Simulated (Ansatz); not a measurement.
**C₄H₉N: a ladder of functionals and wavefunction methods**

How much do the methods differ for C₄H₉N? The plan is to run it at one geometry with functionals of several rungs and with coupled cluster, and see how far each lands from CCSD(T) at the basis-set limit for the atomisation energy.

Method: functionals in def2-TZVPP, the program's frozen cores in correlated methods; program: Ansatz 0.2.0, Gaussian basis.

Plan: PBE-D4, r2SCAN-D4, PBE0-D4, B3LYP-D4, ωB97X-V, ωB97M-V, B2PLYP; CCSD(T)/def2-TZVPP; MP2/def2-QZVPP; extrapolation to the limit.

## 1. Structure used throughout

An earlier PBE0-D4 in a triple-zeta def2 set relaxation fixed the geometry.

SMILES `CC(C)C=N`, 14 atoms, charge 0, spin multiplicity 1.

Atoms are counted from 1 here; the program's logs count them from 0.

Bond lengths: C1–C2 1.528 Å, C1–H6 1.093 Å, C1–H7 1.093 Å, C1–H8 1.092 Å, C2–C3 1.517 Å, C2–C4 1.505 Å, C2–H9 1.100 Å, C3–H10 1.093 Å, C3–H11 1.094 Å, C3–H12 1.092 Å, C4–N5 1.262 Å, C4–H13 1.097 Å, N5–H14 1.022 Å. Angles: C2–C1–H6 111.4°, C2–C1–H7 110.6°, C2–C1–H8 110.8°, H6–C1–H7 107.9°, H6–C1–H8 107.9°, H7–C1–H8 108.1°, C1–C2–C3 111.9°, C1–C2–C4 109.3°, C1–C2–H9 107.3°, C3–C2–C4 113.6°, C3–C2–H9 108.7°, C4–C2–H9 105.7°, C2–C3–H10 111.9°, C2–C3–H11 111.2°, C2–C3–H12 110.4°, H10–C3–H11 108.2°, H10–C3–H12 107.6°, H11–C3–H12 107.4° and more.

## 2. PBE-D4 (GGA)

Input file in.yaml:

```yaml
crystal:
  periodic: [false, false, false]
  atoms:
    - {symbol: C, position_ang: [-1.308337, 0.306682, 0.754575]}
    - {symbol: C, position_ang: [0.169383, 0.185504, 0.386964]}
    - {symbol: C, position_ang: [0.566945, -1.251598, 0.108425]}
    - {symbol: C, position_ang: [0.478151, 1.127417, -0.746112]}
    - {symbol: N, position_ang: [0.987667, 0.876106, -1.873259]}
    - {symbol: H, position_ang: [-1.585977, 1.344019, 0.956445]}
    - {symbol: H, position_ang: [-1.939396, -0.056511, -0.061078]}
    - {symbol: H, position_ang: [-1.535505, -0.281770, 1.646096]}
    - {symbol: H, position_ang: [0.751502, 0.552242, 1.244770]}
    - {symbol: H, position_ang: [1.632703, -1.343677, -0.115397]}
    - {symbol: H, position_ang: [0.004491, -1.660456, -0.736386]}
    - {symbol: H, position_ang: [0.356028, -1.879722, 0.976129]}
    - {symbol: H, position_ang: [0.205817, 2.171303, -0.549637]}
    - {symbol: H, position_ang: [1.203631, -0.118736, -1.962636]}
basis:
  gaussian: {orbitals: def2-TZVPP}
hamiltonian: {xc: pbe, dispersion: d4}
output: {forces: true, orbitals: {seedname: orbitals}}
```

Command:

```sh
> ansatz run in.yaml --threads 4 --pin off --events-out ev --progress --plain --max-ram 10444MiB
```

Further steps of the session: r2SCAN-D4 (meta-GGA); PBE0-D4 (hybrid); B3LYP-D4 (hybrid); ωB97X-V (range-separated); ωB97M-V (range-separated); B2PLYP (double hybrid); CCSD(T) in def2-TZVPP; MP2 in def2-QZVPP.

Before running them: what should the planned runs give, taken together? Wanted: atomisation energy, CCSD(T)/CBS; farthest; mean size of error, hybrid; mean size of error, range-separated; gap, smallest and largest; T1 diagnostic; triples share of the correlation energy.

The runs gave:

| quantity | value |
| --- | --- |
| atomisation energy, CCSD(T)/CBS | 5556.6 kJ/mol |
| functionals within 27.8 kJ/mol (0.5 %) | r2SCAN-D4, B3LYP-D4, ωB97X-V, ωB97M-V |
| farthest | PBE-D4 (+133.9 kJ/mol) |
| mean size of error, hybrid | 31.9 kJ/mol |
| mean size of error, range-separated | 18.0 kJ/mol |
| gap, smallest and largest | 4.78 eV (PBE-D4), 12.19 eV (ωB97X-V) |
| T1 diagnostic | 0.0107 |
| triples share of the correlation energy | 4.0 % |

PBE-D4 is off by +133.9 kJ/mol. Double hybrids carry the basis error of their MP2 part in triple zeta, and no dispersion term here, so their miss is partly the set-up's. Misses under about 27.8 kJ/mol are within the doubt on the reference itself, which lacks core-valence correlation, relativity and higher excitations. Hartree-Fock recovers 73 % of the binding; the rest is correlation. Orbital gaps span 4.8 to 12.2 eV; exact exchange widens them.
